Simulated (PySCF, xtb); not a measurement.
Cl2, SMILES ClCl (connectivity only; charge and spin as stated), charge +1, multiplicity 2.

Geometry optimised at PBE0-D3(BJ)/def2-TZVPD.

Calculation: IEF-PCM-M06-2X/def2-TZVPD run with PySCF.

The values are the electrostatic part of the solvation free energy, E(continuum) − E(gas) at the gas-phase geometry, in a cavity of scaled van der Waals radii (PySCF's table); cavitation and dispersion terms are not included.

Problem. Estimate the values in water (ε = 78.36), dimethylsulfoxide (ε = 46.83), cyclohexanone (ε = 15.62). (The exact figures need the calculation; the answer reports its results.)

Solution. 
```tsv
solvent	ε	ΔG(elec) (kcal/mol)
water	78.36	-67.3
dimethylsulfoxide	46.83	-66.7
cyclohexanone	15.62	-63.7
```

For comparison, GFN2-xTB/ALPB(water) (xtb, at the GFN2-xTB geometry, all terms of that model) gives -61.3 kcal/mol.
